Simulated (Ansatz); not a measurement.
## Worked example: HAlGa⁺, singlet against HAlGa, doublet

Geometry (PBE0/def2-TZVP stationary point of a doublet), kept for both states (HAlGa, doublet: Π; HAlGa⁺, singlet: Σ⁺):

```xyz
3

Al    0.0000    0.0000    0.3496
Ga    0.0000    0.0000   -2.3209
H     0.0000    0.0000    1.9714
```

Basis 6-31G (Cartesian d functions); Ansatz 0.2.0. Correlated methods freeze the noble-gas cores and the filled d shells of p-block atoms. R marks a restricted (for open shells ROHF) determinant. No spin–orbit coupling is included, and no scalar relativity.

Full CI is exact within this basis and frozen core; it isn't the basis-set limit.

```csv
level,"E(HAlGa, doublet) (hartree)","E(HAlGa⁺, singlet) (hartree)"
RCCSD(T),-2165.419819,-2165.217305
PBE,-2167.011644,-2166.784444
B3LYP,-2167.520900,-2167.297197
full CI,-2165.420927,-2165.217829
```

Give the vertical gap, HAlGa⁺ singlet less HAlGa doublet, at each level in eV (1 hartree = 27.2114 eV), and each error against full CI.

full CI: (-2165.217829 − (-2165.420927)) × 27.2114 = 5.527 eV (the reference)
B3LYP: (-2167.297197 − (-2167.520900)) × 27.2114 = 6.087 eV, error 0.560 eV
PBE: (-2166.784444 − (-2167.011644)) × 27.2114 = 6.182 eV, error 0.655 eV
RCCSD(T): (-2165.217305 − (-2165.419819)) × 27.2114 = 5.511 eV, error -0.016 eV

Total energies of functionals can't be set beside those of wave-function methods, since they hold the core's correlation and their own absolute errors; only the differences compare.

The set has no polarisation functions, so the order and spacing of states can differ from the basis-set limit.

In so small a basis the reference is far from its limit while semilocal and hybrid functionals are nearer theirs, so the functionals' errors here hold much of the reference's basis and frozen-core error, which can add to them or hide them.

Each level lands on the state that its own search finds. T1 diagnostics of restricted CCSD: 0.021 and 0.016.
